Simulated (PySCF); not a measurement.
Calculation: B3LYP-D3(BJ)/def2-TZVP // PBE0-D4/def2-SVP (PySCF). Gas-phase values, no solvent. B3LYP has the VWN-RPA correlation part, as in Gaussian. 

Reference species (SMILES): `N` (neutral, multiplicity 1).

```
Item              Value
-------------  --------
HOMO–LUMO gap   8.03 eV
HOMO           -7.44 eV
dipole moment    1.78 D
```

Changed species: `C#N` (free base NCH; the reference has free base NH3).

Question: Give the shifts of the HOMO–LUMO gap, HOMO and dipole moment.

Answer: the HOMO–LUMO gap rises by 2.00 eV, to 10.03 eV; the HOMO falls by 2.68 eV, to -10.12 eV; the dipole moment rises by 1.27 D, to 3.05 D.
